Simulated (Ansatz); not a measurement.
`C[SiH3]`, relaxed with RKS PBE0-D4/def2-TZVP in the Gaussian-basis code of Ansatz from a PBE-D4/def2-SVP geometry. The force threshold is 0.005 eV/Å; the program also tests the step.

Charge 0, multiplicity 1.

Start:

```xyz
8

C     0.505   -0.127    0.851
Si   -0.453    0.114   -0.762
H     1.202   -0.985    0.771
H    -0.185   -0.322    1.695
H     1.100    0.776    1.095
H     0.489    0.373   -1.908
H    -1.395    1.284   -0.654
H    -1.264   -1.113   -1.089
```

| step | energy (eV) | largest force (eV/Å) | largest move (Å) |
| --- | --- | --- | --- |
| 1 | -9008.3895 | 0.508 | 0.000 |
| 2 | -9008.4134 | 0.142 | 0.018 |
| 3 | -9008.4154 | 0.023 | 0.006 |
| 4 | -9008.4154 | 0.005 | 0.001 |

End:

```xyz
8

C     0.500   -0.126    0.842
Si   -0.448    0.112   -0.753
H     1.185   -0.973    0.763
H    -0.182   -0.317    1.673
H     1.086    0.764    1.081
H     0.484    0.370   -1.885
H    -1.379    1.268   -0.645
H    -1.248   -1.100   -1.076
```

Run time 4.8 s (2 threads of an AMD EPYC 7R13 on a shared host); peak host memory 0.27 GiB.
